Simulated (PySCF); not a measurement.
Species: C3H4NP.
Geometry (PBE0-D3(BJ)/def2-SVP, Å), atoms numbered from 1 in this order:
```
atom  x, y, z in Å
C1     1.518    0.655   -0.063
P2     0.891   -0.759    0.532
C3    -0.833   -0.854   -0.246
C4    -1.195    0.244   -1.112
N5    -1.415    1.153   -1.795
H6     1.007    1.342   -0.750
H7     2.529    0.939    0.250
H8    -1.558   -0.934    0.582
H9    -0.887   -1.805   -0.801
```

Linear response at CAM-B3LYP/def2-SVPD (PySCF, frozen core in the response, non-relativistic). Geometry: PBE0-D3(BJ)/def2-SVP, one conformer, isolated molecule.

Static isotropic polarisability: 64.16 au (9.51 Å³), principal values 45.9, 71.1, 75.5 au.

Q: What is the polarisability at 1064 nm and at the sodium D line?

A: 64.89 au at 1064 nm (+1.1 %), 66.64 au at 589.3 nm (+3.9 %). The rise at 589.3 nm is 3.43 times that at 1064 nm; a pure ω² law gives 3.26. The lowest singlet lies at 249 nm, shorter than both wavelengths.

Q: What is the isotropic C6 coefficient between two such molecules, C6 = (3/π)∫α(iω)² dω?

A: 1506 au (Eh·bohr⁶) by a ten-point quadrature over imaginary frequencies, which is 900 eV·Å⁶ or 86.8 J·nm⁶/mol.

Q: Which effective excitation energy ω̄ makes London's formula C6 = (3/4)α²ω̄ exact here?

A: ω̄ = 4·C6/(3α²) = 0.488 Eh = 13.3 eV. A one-pole form α(ω) = α/(1 − ω²/ω̄²) fitted to the 1064 nm value gives 11.0 eV. London's choice of the ionisation energy (10.21 eV, ΔSCF at the same level) gives C6 = 1160 au, 23 % too low.

Q: How anisotropic is the static polarisability, by Δα² = ½[(α1 − α2)² + (α2 − α3)² + (α3 − α1)²]?

A: Δα = 27.7 au, or 0.43 of the isotropic value.

Q: What three-body coefficient follows from the one-pole estimate C9 = (3/4)·α·C6?

A: 72500 au. This is an estimate from the two numbers above, not a computed integral.

Q: What n − 1 at the D line would an ideal gas of it have at 273.15 K and 1 atm (2.6868 × 10¹⁹ cm⁻³), by n − 1 = 2π·N·α′?

A: 16.67 × 10⁻⁴, a formal value whether or not that pressure can be reached.

Q: The lowest 10 singlets have (eV, f): 4.99, 0.012; 5.81, 0.168; 6.67, 0.002; 6.84, 0.001; 7.34, 0.063; 7.45, 0.001; 7.51, 0.051; 7.64, 0.216; 7.72, 0.030; 7.72, 0.011. What share of the static polarisability do they carry in the sum over states α = Σ f/ω²?

A: 8.89 au, 13.9 % of α; the largest term, 3.68 au, is that of the state at 5.81 eV. Their oscillator strengths add up to 0.56. Higher states carry the rest.

The run took 65 s of wall time on one thread of an Intel Xeon Platinum 8488C, on a shared host, and the process peaked at 0.64 GiB of memory. This is the whole response run at CAM-B3LYP/def2-SVPD, SCF included.
